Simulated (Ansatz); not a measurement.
The same path of ClH2SSi (5 atoms, charge 0, multiplicity 2) was run twice with different band settings. The coordinate that changes most is the dihedral H4–S1–Si2–Cl3.

Level of theory: UKS B3LYP-D4/STO-3G (Ansatz 0.2.0).

Relaxed end points:

```xyz
5
Properties=species:S:1:pos:R:3
S -1.476 0.178 -0.257
Si 0.659 0.116 -0.409
Cl 1.355 1.815 0.669
H -1.589 -1.165 -0.459
H 1.101 -1.016 0.414
```

```xyz
5
Properties=species:S:1:pos:R:3
S -1.282 -0.841 -0.056
Si 0.746 -0.239 -0.277
Cl 0.930 1.806 0.322
H -1.794 0.175 -0.804
H 1.450 -0.975 0.774
```

Common settings: movable images 9; climbing image yes; optimiser quadratic models (default); start path IDPP; force threshold 0.05 eV/Å; iteration limit 60; end points relaxed.

| run | spring |
| --- | --- |
| 1 | 5.0 eV/Å² |
| 2 | 0.1 eV/Å² |

Task: What does each run give, and how far can it be trusted?

Result: Run 1: converged after 6 iterations, highest image 0.124 eV above the first end. A vibrational analysis at the climbing image gives one clearly imaginary mode, 281i cm⁻¹: a first-order saddle point.
Run 2: converged after 6 iterations, highest image 0.124 eV above the first end. Another band between the same ends (9 images) ends at a top of the same energy, where a vibrational analysis finds 1 clearly imaginary mode.
Limits of this set-up: minimal basis.
